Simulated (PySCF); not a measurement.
Bonds (- single, = double, # triple, : aromatic): C1-C2, C2-C3, C3-C4, C4-Cl5. C1 carries H6, H7, H8; C2 carries H9, H10; C3 carries H11, H12; C4 carries H13, H14.

GIAO shifts from PySCF 2.14.0 with density-fitted response routines on PBE0-D3(BJ)/def2-TZVP geometries (one conformer, non-relativistic, equivalent nuclei averaged), against TMS at the same level and in the same medium; PCM means IEF-PCM chloroform.

Measured (solution, not stated per compound (mostly CDCl3 or CCl4); Pretsch, Buehlmann, Badertscher, Structure Determination of Organic Compounds, 4th ed. (2009)): H13/H14 3.42, H11/H12 1.68, H9/H10 1.41, H6/H7/H8 0.92 ppm.

Q: Which unscaled values do B97-2/pcSseg-2, gas; WP04/pcSseg-2, PCM; wB97X-D/pcSseg-2, PCM give, and how close are they?

A: 
| atoms | measured | B97-2/pcSseg-2, gas | WP04/pcSseg-2, PCM | wB97X-D/pcSseg-2, PCM |
| --- | --- | --- | --- | --- |
| H13/H14 | 3.42 | 3.38 | 3.50 | 3.49 |
| H11/H12 | 1.68 | 1.68 | 1.68 | 1.67 |
| H9/H10 | 1.41 | 1.23 | 1.25 | 1.25 |
| H6/H7/H8 | 0.92 | 1.02 | 0.99 | 1.00 |

Mean absolute error for $^{1}$H: B97-2/pcSseg-2, gas 0.08, WP04/pcSseg-2, PCM 0.08, wB97X-D/pcSseg-2, PCM 0.08 ppm.

Carbons that carry Cl, above all several Cl atoms, come out too deshielded, partly because spin–orbit coupling is missing.
